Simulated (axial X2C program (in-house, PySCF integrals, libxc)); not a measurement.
# Linear BOH at several levels

The task here is to estimate one member of a computed series from the others.

Method: all-electron X2C, two-component (2c) or spin-free, B dyall-v3z, O dyall-av3z, H dyall-v3z; program: an in-house X2C program for linear molecules on PySCF integrals.

All values are calculated.

1 further run of the same task is left out (set aside as unsound or not needed).

The first run:

Contents of task.json:

```json
{"zs": [5, 8, 1], "q": 0, "bas": ["dyall-v3z", "dyall-av3z", "dyall-v3z"], "r0": [1.48, 0.96], "symm": 0, "scan": ["PBE0", "HF", "BHandHLYP"], "levels": ["PBE0", "HF", "TPSSh"], "nst": 2}
```

Keys: zs atomic numbers; q charge; bas basis sets; r0 starting distance in Å; symm equal bonds; scan levels of the two-bond scan (MP2 follows by itself at each HF point); levels methods; nst determinants followed.

Command:

```bash
$ python solin.py task.json out
```

Masses B 11.009, O 15.995, H 1.008 u.

Among the steps run: Scan at PBE0, 2c; Scan at HF, 2c; Scan at BHandHLYP, 2c.

One of the session's tables, all rows but one given; the rest of the session is left out.

```
               level  r(B–O) (Å)  r(O–H) (Å)  lower stretch (cm⁻¹)  upper stretch (cm⁻¹)
            PBE0, 2c           ?           ?                     ?                     ?
              HF, 2c       1.262       0.932                1551.3                4270.4
       BHandHLYP, 2c       1.263       0.942                1530.0                4115.1
             MP2, 2c       1.281       0.953                1468.8                3987.8
     PBE0, spin-free       1.273       0.951                1491.6                4000.4
       HF, spin-free       1.262       0.932                1551.2                4270.2
BHandHLYP, spin-free       1.263       0.942                1529.8                4114.7
      MP2, spin-free       1.281       0.953                1468.6                3987.6
```

Estimate the missing values for PBE0, 2c.

The run gave: r(B–O) (Å): 1.273; r(O–H) (Å): 0.951; lower stretch (cm⁻¹): 1491.8; upper stretch (cm⁻¹): 4000.8.

Scans not shown above were run alike.

MP2 freezes inner shells (threshold -2 hartree). The molecule was held linear; bending was not examined, so a bent shape may lie lower.
